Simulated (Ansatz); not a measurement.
input.yaml (Ansatz)

```yaml
crystal:
  lattice:
    - [-2.5124914082, 2.5124914082, 2.5124914082]
    - [2.5124914082, -2.5124914082, 2.5124914082]
    - [2.5124914082, 2.5124914082, -2.5124914082]
  atoms:
    - { symbol: Ba, position: [0.0, 0.0, 0.0] }
hamiltonian:
  xc: pbe
  pseudopotentials:
    kind: paw
    azcp:
      Ba: "pseudopotentials/Ba.paw.azcp"
basis:
  ecutwfc: 420
  fft_grid_basis: typed
kpoints:
  mp_grid: { grid: [9, 9, 9], shift: [0, 0, 0] }
magnetization:
  spin_polarized: false
scf:
  occupations: { method: fermi_dirac, width: 0.1 }
  lower_state_search: "off"
output:
  stress: true
```

Terminal output

```
Engine: ansatz 0.2.0, x86_64-unknown-linux-gnu
Pseudopotentials: kind: paw
Pseudopotential: Ba, paw, valence charge 10, recommended cutoff 420 eV (normal) 
Functional definition: PBE
  parameter kappa = 0.804
  parameter beta = 0.06672455060314922
  exchange = pbe_x(kappa = kappa, mu = beta*pi^2/3)
  correlation = pbe_c(beta = beta)
Crystal: 1 atoms, lattice volume = 63.442 Å³
Basis set: ecut = 420 eV, 1253 PW (Γ)
Bands: 9, of which v1, the nominal top of the filled ones, is band 5 counted from 1 (4 counted from 0)
Symmetry: 48 space group operations
Space group: Im-3m (ITA 229), of the structure as read, at distance tolerance 4.0e-5 Å
k-points: 35 of 729
Non-local potential: Ba, projectors of the file, l = 0: 3, l = 1: 2, l = 2: 2, l = 3: 2
PAW form: soft (Blöchl's): semilocal exchange-correlation on the pseudo side does not see the compensation charge
PAW one-centre angular grid: Ba, 194 points (default); XC on 64 Gauss nodes
Initial density: superposition of atomic densities (neutral atoms: chi_scale 0, normalization atom), corrected by the library's trained network
Initial wavefunctions: pseudopotential atomic-orbital guess
Functional: x = pbe(κ = 0.804, μ = 0.2195149727645171), c = pbe(β = 0.06672455060314922)
SCF iter   1: F=—  HF=-5949.561158 eV  |F-HF|=—  |Δ(HF+E_count)|=         —  Δρ=9.58e-4  dr2=8.75e-4  ethr=1.77e-3  ⟨swp⟩=7.6  Hψ=3103  notcnv=0
SCF iter   2: F=—  HF=-5949.561182 eV  |F-HF|=—  |Δ(HF+E_count)|=   2.44e-5  Δρ=6.66e-4  dr2=4.33e-4  ethr=8.75e-6  ⟨swp⟩=2.3  Hψ=713  notcnv=0
SCF iter   3: F=—  HF=-5949.561198 eV  |F-HF|=—  |Δ(HF+E_count)|=   1.58e-5  Δρ=1.04e-4  dr2=8.57e-6  ethr=4.33e-6  ⟨swp⟩=2.9  Hψ=490  notcnv=0
SCF iter   4: F=—  HF=-5949.561199 eV  |F-HF|=—  |Δ(HF+E_count)|=   1.64e-6  Δρ=4.56e-5  dr2=7.33e-7  ethr=8.57e-8  ⟨swp⟩=2.0  Hψ=501  notcnv=0
iter 5 did not close the SCF: its close was put off for the readings that it lacked (scf_convergence_deferred on its scf_iter line)
SCF iter   5: F=-5949.561200 eV  HF=-5949.561200 eV  |F-HF|=1.98e-8  |Δ(HF+E_count)|=   8.78e-7  Δρ=6.09e-6  dr2=2.42e-8  ethr=7.33e-9  ⟨swp⟩=2.2  Hψ=466  notcnv=0
SCF iter   6: F=-5949.561200 eV  HF=-5949.561200 eV  |F-HF|=1.34e-9  |Δ(HF+E_count)|=   2.13e-8  Δρ=1.26e-6  dr2=1.26e-9  ethr=2.42e-10  ⟨swp⟩=2.7  Hψ=1068  notcnv=0
SCF 1 converged in 6 iterations: F = -5949.561200 eV  dr2 = 1.26e-9
SCF converged after 6 iterations
Free energy (F): -5949.561200 eV
Harris-Foulkes:  -5949.561200 eV  (|F-HF|=1.34e-9)
Internal energy: -5949.515835 eV  (E = F + TS)
E sigma→0 (E₀):  -5949.538518 eV
Entropy (-TS):   -0.045365 eV (-45.365 meV/atom)
Fermi energy:    5.797700 eV
--- Per-component energies (eV) ---
  E_band       = -85.480871
  E_kinetic    = 166.368053
  E_local      = -378.836323  (includes V_loc(G=0)·N_el)
  E_nonlocal   = 57.084725
  E_hartree    = 119.599406
  E_xc         = -166.478292
  E_vxc        = -133.532716  (∫ρ·V_xc dr)
  E_paw        = -5225.822053  (= ΣΔE_a)
  E_vpaw       = -35.763463  (= ΣTr[D̂ρ^β])
  E_aug_tail   = -0.000002  (compensation charges beyond the density's cutoff)
  E_ewald      = -521.431350
  E_smearing   = -0.045365  (= −TS)
  E_closure    = 0.000000  (closes the sum)
  Σ components = -5949.561200   (vs F -5949.561200, Δ=0.00e0)
--- Stress (GPa, compression-positive) ---
        0.001465      -0.000000      -0.000000
       -0.000000       0.001465       0.000000
       -0.000000      -0.000000       0.001465
  P = ⅓ Tr σ = 0.0015 GPa (0.015 kbar)
```

Launched by

```sh
ansatz run input.yaml --threads 1 --pin off --max-ram 3584MiB --backend cpu --events-out ev --progress --plain --runs-dir out
```

On 1 thread of Intel(R) Xeon(R) Platinum 8259CL CPU @ 2.50GHz (Skylake/Cascade Lake) (shared host) this took about 1.6 s of wall time and 1.6 s of CPU time.
